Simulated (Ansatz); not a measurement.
C$_{4}$H$_{4}$ClN (`Clc1ccc[nH]1`). Charge 0, multiplicity 1.

```xyz
10

Cl    0.1892    1.3636   -2.4302
C     0.1391    0.5687   -0.9244
C     0.9773    0.6516    0.1538
C     0.4550   -0.2304    1.1333
C    -0.6722   -0.8113    0.6158
N    -0.8559   -0.3147   -0.6438
H     1.8554    1.2721    0.2226
H     0.8664   -0.4160    2.1127
H    -1.3548   -1.5318    1.0353
H    -1.5995   -0.5518   -1.2751
```

Problem. List the harmonic frequencies (cm⁻¹, unscaled) at PBE0-D4/def2-TZVP in Ansatz. (An estimate is asked.)

Solution. The calculation gave: 225, 304, 469, 497, 630, 640, 711, 797, 867, 892, 953, 1051, 1102, 1139, 1242, 1280, 1443, 1478, 1495, 1599, 3264, 3283, 3290, 3698.

Problem. Is this a minimum?

Solution. Yes, all 24 modes are real.

Problem. Give the ideal-gas thermochemistry at 298.15 K and 1 bar (rigid rotor, harmonic oscillator; point group Cs, symmetry number 1).

Solution. Zero-point energy 193.5 kJ/mol; H(298) − E = 209.1 kJ/mol; entropy 306.3 J/(mol·K), of which translation 166.5, rotation 111.7, vibration 28.1; G(298) − E = 117.8 kJ/mol.

Problem. Rotational constants (cm⁻¹)?

Solution. 0.3026, 0.06989, 0.05678.
